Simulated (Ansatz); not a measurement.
# C₂H₅NO: up Jacob's ladder to CCSD(T)

An exercise on one series of results from a longer session: the logs are not shown, and one member is left open.

Method: functionals in def2-TZVPP, the program's frozen cores in correlated methods; program: Ansatz 0.2.0, Gaussian basis.

Plan: LDA (SPW92), PBE-D4, revPBE-D4, BLYP-D4, r2SCAN-D4, B97M-V, PBE0-D4, B3LYP-D4, r2SCANh-D4, r2SCAN0-D4, HSE06-D4, BHLYP-D4, CAM-B3LYP-D4, LC-ωPBE, ωB97X-V, ωB97M-V, B2PLYP, PBE-QIDH; CCSD(T)/def2-SVP; CCSD(T)/def2-TZVPP; MP2/def2-QZVPP; extrapolation to the limit; RPA on PBE.

### The relaxed structure

An earlier PBE0-D4 in a triple-zeta def2 set relaxation fixed the geometry.

SMILES `C=C(N)O`, 9 atoms, charge 0, spin multiplicity 1.

Atoms are counted from 1 here; the program's logs count them from 0.

Bond lengths: C1–C2 1.338 Å, C1–H5 1.080 Å, C1–H6 1.081 Å, C2–N3 1.376 Å, C2–O4 1.355 Å, N3–H7 1.008 Å, N3–H8 1.006 Å, O4–H9 0.961 Å. Angles: C2–C1–H5 120.9°, C2–C1–H6 120.9°, H5–C1–H6 118.1°, C1–C2–N3 126.3°, C1–C2–O4 124.2°, N3–C2–O4 109.5°, C2–N3–H7 113.9°, C2–N3–H8 114.7°, H7–N3–H8 113.4°, C2–O4–H9 108.3°.

Set-up of the first run:

File in.yaml:

```yaml
crystal:
  periodic: [false, false, false]
  atoms:
    - {symbol: C, position_ang: [0.245899, 1.129821, -0.311510]}
    - {symbol: C, position_ang: [-0.066001, -0.081609, 0.164134]}
    - {symbol: N, position_ang: [0.556530, -1.266495, -0.155389]}
    - {symbol: O, position_ang: [-1.028879, -0.312096, 1.089520]}
    - {symbol: H, position_ang: [1.008860, 1.250124, -1.066523]}
    - {symbol: H, position_ang: [-0.234094, 2.018400, 0.074664]}
    - {symbol: H, position_ang: [-0.048264, -2.071649, -0.109601]}
    - {symbol: H, position_ang: [1.116152, -1.235189, -0.990394]}
    - {symbol: H, position_ang: [-1.461802, 0.522293, 1.288002]}
basis:
  gaussian: {orbitals: def2-TZVPP}
hamiltonian: {xc: lda}
output: {orbitals: {seedname: orbitals}}
```

The run is started by

```
> ansatz run in.yaml --threads 2 --pin off --events-out ev --progress --plain --max-ram 4352MiB
```

Among the steps run: LDA; PBE-D4 (GGA); revPBE-D4 (GGA); BLYP-D4 (GGA); r2SCAN-D4 (meta-GGA); B97M-V (meta-GGA); PBE0-D4 (hybrid); B3LYP-D4 (hybrid); r2SCANh-D4 (hybrid); r2SCAN0-D4 (hybrid); HSE06-D4 (hybrid); BHLYP-D4 (hybrid); CAM-B3LYP-D4 (range-separated); LC-ωPBE (range-separated); ωB97X-V (range-separated); ωB97M-V (range-separated); B2PLYP (double hybrid); PBE-QIDH (double hybrid).

One table of the session follows, with a row left open; its other results are not shown here.

It belongs to the step «Orbital energies across the functionals». 

| functional | HOMO (eV) | LUMO (eV) | gap (eV) |
| --- | --- | --- | --- |
| LDA (SPW92) | -4.84 | -0.12 | 4.72 |
| PBE-D4 | -4.66 | 0.01 | 4.67 |
| revPBE-D4 | -4.59 | 0.08 | 4.67 |
| BLYP-D4 | -4.54 | -0.04 | 4.50 |
| r2SCAN-D4 | -4.87 | 0.70 | 5.58 |
| B97M-V | -4.91 | 0.26 | 5.17 |
| PBE0-D4 | -5.86 | 0.88 | 6.74 |
| B3LYP-D4 | -5.66 | 0.50 | 6.15 |
| r2SCANh-D4 | ? | ? | ? |
| r2SCAN0-D4 | -6.00 | 1.37 | 7.38 |
| HSE06-D4 | -5.45 | 0.51 | 5.97 |
| BHLYP-D4 | -6.94 | 1.49 | 8.43 |
| CAM-B3LYP-D4 | -7.22 | 1.63 | 8.85 |
| LC-ωPBE | -8.56 | 3.02 | 11.58 |
| ωB97X-V | -8.19 | 2.80 | 10.98 |
| ωB97M-V | -8.10 | 2.33 | 10.42 |

Estimate the missing values for r2SCANh-D4.

Worked estimate for «HOMO (eV)». Against the share of exact exchange, r2SCAN-D4 (0, -4.87), r2SCAN0-D4 (0.25, -6.00) give a slope of -4.52 per unit share; at 0.1 the line stands at -5.32.

As computed: HOMO (eV): -5.33; LUMO (eV): 0.99; gap (eV): 6.32. In «HOMO (eV)» the line misses by +0.01.
